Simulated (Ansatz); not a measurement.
Reaction (SMILES): CCl (CH3-Cl) + [H][H] (H2) → C (CH4) + Cl (HCl)
B3LYP-D3(BJ)/def2-TZVP geometries, fixed; electronic energies without zero-point terms.
Largest species:
```xyz
5

C      0.0082     0.0133    -1.1337
Cl    -0.0048    -0.0077     0.6605
H      0.0175     1.0478    -1.4634
H      0.8997    -0.5040    -1.4752
H     -0.8852    -0.4920    -1.4879
```

Basis-set convergence of the energy of full hydrogenation at PBE0 with Ansatz (a program for electronic structure). Cartesian d functions, on some or all atoms, in 6-31G*, 6-31G**, 6-311G**; all else is spherical. The program fits the integrals of some runs and decomposes those of others, by size. No added dispersion term, no relativity. Functions are those of the species that has most. Reference: the value in pcseg-4, -22.90 kcal/mol. Deviations are taken from unrounded values.

| basis | functions | energy of full hydrogenation (kcal/mol) | minus reference (kcal/mol) |
|---|---|---|---|
| STO-3G | 17 | -10.67 | 12.22 |
| 3-21G | 28 | -19.97 | 2.93 |
| 6-31G | 28 | -19.82 | 3.08 |
| 6-31G* | 40 | -19.23 | 3.67 |
| 6-31G** | 49 | -21.65 | 1.24 |
| 6-311G** | 63 | -23.20 | -0.30 |
| aug-pcseg-1 | 77 | -23.37 | -0.47 |
| aug-cc-pV(D+d)Z | 82 | -24.02 | -1.13 |
| jun-cc-pV(T+d)Z | 129 | -23.00 | -0.11 |
| aug-pcseg-2 | 165 | -22.86 | 0.04 |
| aug-cc-pV(T+d)Z | 170 | -22.98 | -0.09 |
| aug-cc-pV(Q+d)Z | 307 | -22.89 | 0.00 |
| aug-pcseg-3 | 321 | -22.91 | -0.02 |

The smallest set listed that lies within 1 kcal/mol of the reference with all its larger relatives (same family, alike in diffuse functions; a set with none counts only in the reference's own line) is aug-pcseg-1 (77 functions, -0.47 kcal/mol off). Inside, with no larger relative to test it: 6-311G**.
